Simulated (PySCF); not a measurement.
```xyz
4
charge 0 multiplicity 1, angstrom
Si    0.0000    0.0000   -0.9722
S     0.0000    0.0000    0.9658
H     1.2162    0.0000   -1.8248
H    -1.2162    0.0000   -1.8248
```

Level of theory: PySCF, PBE0, basis Si def2-TZVP, S def2-TZVP, H def2-TZVP (no relativity, density fitting).

This geometry of H₂SiS is a stationary point at this level.

Q: What is the point group?

A: C2v.

Q: Is it a minimum?

A: Yes: all harmonic wavenumbers are real.

Q: List the harmonic modes with their infrared intensities.

A: 
| symmetry | ω (cm⁻¹) | IR (km/mol) | type |
| --- | --- | --- | --- |
| b2 | 620 | 19.2 | bend |
| b1 | 643 | 19.1 | bend |
| a1 | 740 | 23.4 | stretch |
| a1 | 1003 | 122 | bend |
| a1 | 2222 | 71.7 | stretch |
| b2 | 2234 | 97.9 | stretch |

Q: Give the ideal-gas entropy at 298.15 K and 1 bar by parts.

A: translation 160.3, rotation 81.9, vibration 4.8, spin 0.0; total 247.1 J/(mol K).

In C2v the vibrations span 2b2 + b1 + 3a1. Here b1 is antisymmetric to the molecular plane and b2 lies in it.

Other isomers or separated fragments may lie lower.
